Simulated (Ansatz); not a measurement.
# AlSiH3 (quintet): from Hartree-Fock to the top rungs, cc-pVDZ

An exercise on one series of results from a longer session: the logs are not shown, and one member is left open.

Computed with Ansatz 0.2.0, Gaussian basis. Level: cc-pVDZ, core rule «outside noble gas», up to 10 orbitals frozen.

The runs, in order: UHF; CCSD(T) on ROHF; CCSD(T) on UHF; BCCD(T) on ROHF; CISD as a restricted active space (open shells left free, so some higher excitations enter); CCSDT(Q) on ROHF; CCSDT(Q) on UHF; CASSCF and MRCISD+Q, 10 electrons in 11 orbitals; CASSCF and NEVPT2, 10 electrons in 11 orbitals.

25 further runs of the same task are left out: 2 for a known fault of the program, 8 that didn't finish, 15 set aside as unsound or not needed. Runs told in other sessions of the task aren't counted.

## The system

The geometry is a PBE0/def2-TZVP stationary point (not a proven minimum) of the parent state, kept for this charge and spin.

5 atoms, charge 0, spin multiplicity 5.

Atoms are counted from 1 here; the program's logs count them from 0.

Bond lengths: Si1–Al2 2.384 Å, Si1–H3 1.491 Å, Si1–H4 1.488 Å, Al2–H5 1.599 Å. Angles: Al2–Si1–H3 128.9°, Al2–Si1–H4 122.2°, H3–Si1–H4 108.9°, Si1–Al2–H5 118.6°.

The first run:

in.yaml

```yaml
crystal:
  periodic: [false, false, false]
  atoms:
    - {symbol: Si, position_ang: [0.000000, 0.049734, 1.130850]}
    - {symbol: Al, position_ang: [0.000000, -0.102648, -1.247806]}
    - {symbol: H, position_ang: [0.000000, 1.267953, 1.991081]}
    - {symbol: H, position_ang: [0.000000, -1.155684, 2.002693]}
    - {symbol: H, position_ang: [0.000000, 1.249712, -2.101556]}
basis:
  gaussian: {orbitals: cc-pVDZ}
magnetization: {spin_polarized: true, initial_magnetization: 4}
hamiltonian: {xc: hf}
output: {orbitals: {seedname: orbitals}}
```

On the command line:

```sh
> ansatz run in.yaml --threads 1 --pin off --events-out ev --progress --plain --max-ram 2393MiB
```

Among the steps run: UHF; CCSD(T) on ROHF; CCSD(T) on UHF; BCCD(T) on ROHF; CISD as a restricted active space (open shells left free, so some higher excitations enter); CCSDT(Q) on ROHF; CCSDT(Q) on UHF; CASSCF and MRCISD+Q, 10 electrons in 11 orbitals; CASSCF and NEVPT2, 10 electrons in 11 orbitals.

One table of the session follows, with a row left open; its other results are not shown here.

It belongs to the step «Misses and costs». 

| method | from UCCSDT(Q) (meV) |
| --- | --- |
| ROHF | +4762.8 |
| UHF | +4654.0 |
| RMP2 | +1339.5 |
| UMP2 | ? |
| CISD | +524.8 |
| RCCSD | +202.3 |
| UCCSD | +190.6 |
| RCCSD(T) | +51.0 |
| UCCSD(T) | +48.6 |
| BCCD(T) | +49.2 |
| RCCSDT | +6.0 |
| UCCSDT | +5.7 |
| RCCSDT(Q) | +1.4 |
| UCCSDT(Q) | 0 |
| CASSCF valence | +3054.3 |
| NEVPT2 valence | +936.6 |
| MRCISD valence | +238.4 |
| MRCISD+Q valence | +31.3 |

Estimate the missing values for UMP2.

As computed: from UCCSDT(Q) (meV): +1283.3. In the column «from UCCSDT(Q) (meV)» it lies between NEVPT2 valence (+936.6) and RMP2 (+1339.5).

Limits of these values: Restricted and unrestricted rows rest on different reference determinants; a gap between their highest levels can come from leftover correlation error, from unlike frozen cores or from another state.
